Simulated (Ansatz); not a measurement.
# C₂H+ (triplet): from Hartree-Fock to the top rungs, 6-31G

How much of the correlation energy of C₂H+ (triplet) does each wave-function method recover here?

Program: Ansatz 0.2.0, Gaussian basis. Level of theory: 6-31G, core rule «outside noble gas», up to 2 orbitals frozen. These are calculated values, not measurements.

The runs, in order: UHF; CCSD(T) on ROHF; CCSD(T) on UHF; BCCD(T) on ROHF; CISD as a restricted active space (open shells left free, so some higher excitations enter); CCSDT(Q) on ROHF; CCSDT(Q) on UHF; CISDTQ; CCSDTQ on ROHF; CCSDTQ on UHF; CASSCF and MRCISD+Q, 8 electrons in 9 orbitals; CASSCF and NEVPT2, 8 electrons in 9 orbitals; Full CI.

9 further runs of the same task are left out: 3 that didn't finish, 6 set aside as unsound or not needed. Runs told in other sessions of the task aren't counted.

### 1 The geometry

The geometry is a PBE0/def2-TZVP stationary point (not a proven minimum) of the parent state, kept for this charge and spin.

3 atoms, charge 1, spin multiplicity 3.

Atoms are counted from 1 here; the program's logs count them from 0.

Bond lengths: C1–C2 1.200 Å, C1–H3 1.066 Å. Angles: C2–C1–H3 180.0°.

### 2 UHF

in.yaml reads:

```yaml
crystal:
  periodic: [false, false, false]
  atoms:
    - {symbol: C, position_ang: [0.000000, 0.000000, 0.044733]}
    - {symbol: C, position_ang: [0.000000, 0.000000, -1.155483]}
    - {symbol: H, position_ang: [0.000000, 0.000000, 1.110750]}
basis:
  gaussian: {orbitals: 6-31G}
total_charge: 1
magnetization: {spin_polarized: true, initial_magnetization: 2}
hamiltonian: {xc: hf}
output: {orbitals: {seedname: orbitals}}
```

Command:

```console
$ ansatz run in.yaml --threads 1 --pin off --events-out ev --progress --plain --max-ram 2393MiB
```

Further steps of the session: CCSD(T) on ROHF; CCSD(T) on UHF; BCCD(T) on ROHF; CISD as a restricted active space (open shells left free, so some higher excitations enter); CCSDT(Q) on ROHF; CCSDT(Q) on UHF; CISDTQ; CCSDTQ on ROHF; CCSDTQ on UHF; CASSCF and MRCISD+Q, 8 electrons in 9 orbitals; CASSCF and NEVPT2, 8 electrons in 9 orbitals; Full CI.

Q: Predict the results of all the runs planned. Wanted: FCI from the RHF energy; RMP2 from FCI; UMP2 from FCI; RCCSD from FCI; RCCSD(T) from FCI; UCCSD(T) from FCI; RCCSDT(Q) from FCI; UCCSDT(Q) from FCI; NEVPT2 valence from FCI.

The runs gave:

| quantity | value |
| --- | --- |
| FCI from the ROHF energy | -4.0099 eV |
| RMP2 from FCI | +743.8 meV |
| UMP2 from FCI | +928.3 meV |
| RCCSD from FCI | +121.5 meV |
| RCCSD(T) from FCI | +34.6 meV |
| UCCSD(T) from FCI | +36.5 meV |
| RCCSDT(Q) from FCI | +2.5 meV |
| UCCSDT(Q) from FCI | +3.4 meV |
| NEVPT2 valence from FCI | +214.9 meV |
| MRCISD+Q valence from FCI | +6.8 meV |
| levels within 1 kcal/mol (43 meV) | RCCSD(T), UCCSD(T), BCCD(T), RCCSDT, UCCSDT, CISDTQ, RCCSDT(Q), UCCSDT(Q), RCCSDTQ, UCCSDTQ, MRCISD valence, MRCISD+Q valence |
| T1 diagnostic | 0.026 |
| effectively unpaired electrons | 2.08 |

**Reading.** RCCSD(T) misses by +34.6 meV, 0.9 % of the correlation energy. One determinant dominates. Of the multireference levels listed MRCISD+Q valence comes nearest in total energy (+6.8 meV), which doesn't show that its space is the better one. These misses are within one basis, not against nature; the frozen cores of restricted and unrestricted runs differ, which can shift their rows.

Levels on UHF freeze UHF's core orbitals, full CI those of ROHF, so the U rows can settle a little off it for that reason alone.

With open shells the CI space here admits some higher excitations, so it is larger than plain CISD.
